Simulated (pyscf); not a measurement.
Elementary routes open to `[NH]=[SiH][Cl]` + `[H][H]` in the gas phase (singlet surface):
A. `[SiH][Cl]` [singlet] + `[NH3]` (N–Si, H–H broken; H–N, H–N formed)
B. `[NH2][SiH2][Cl]` (H–H broken; H–N, H–Si formed)

PySCF, gas phase, ωB97X-D3(BJ)/def2-SVP geometries.

Q: Rank the routes by free-energy barrier at 1200 K, lowest first, for ωB97M-D3(BJ)/def2-TZVP energies (ideal gas, 1 atm, RRHO with modes under 100 cm⁻¹ raised to 100, one conformer, R ln 2 for chiral ones without a mode under 150 cm⁻¹).

A: B (57.4 kcal/mol), A (93.2 kcal/mol)

Route B is the fastest of these, ahead of the next by 35.7 kcal/mol. The most stable products are those of B (ΔG = -18.7 kcal/mol), so kinetics and thermodynamics agree. At 298 K B is still the fastest. A: On the product side the descent ends in an adduct with a N–Si contact, 29.6 kcal/mol under the separated species and 88.4 kcal/mol under the saddle at ωB97X-D3(BJ)/def2-TZVP. Only these routes are compared; each barrier is that of the saddle found, and lower ones may exist. A restricted solution here is unstable towards spin polarisation, so biradical character is likely and single-reference numbers are less safe.
